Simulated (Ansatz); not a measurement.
A made-up structure of BH2S (charge -1), singlet:

B1  (-0.091, 0.024, -0.046)
S2  (1.417, -0.377, 0.724)
H3  (2.410, -0.704, 1.595)
H4  (-0.185, 0.889, -0.905)
(Å)

It is relaxed with PBE-D4/def2-SVPD and then PBE0-D4/def2-TZVPD (Ansatz 0.2.0). Atoms count as bonded within 1.22 times the sum of their covalent radii (H–H: 0.88 Å). The end point is not checked to be a true minimum.

**Question.** Does its bonding change? (A judgement: the text doesn't fix the answer.)

**Answer.** Computed: No: no bond forms or breaks.

Where it ends: The first stage lowers the energy by 2.34 eV in 8 steps. It ends as BH₂S ([BH][SH]), total charge -1:
B1  (-0.100, -0.107, -0.154)
S2  (1.079, -0.895, 0.939)
H3  (2.247, -0.135, 1.130)
H4  (0.326, 0.968, -0.547)
(Å)

Labels in which every atom is bracketed show which atoms are joined, not bond orders.

For scale, one of the runs: PBE0-D4/def2-TZVPD relaxation, 101 basis functions, launched by `ansatz run in.yaml --threads 2 --pin off --events-out ev --progress --plain --max-ram 4352MiB`. The run took about 8 s on 2 CPU threads of an Arm Neoverse V1 (shared host).
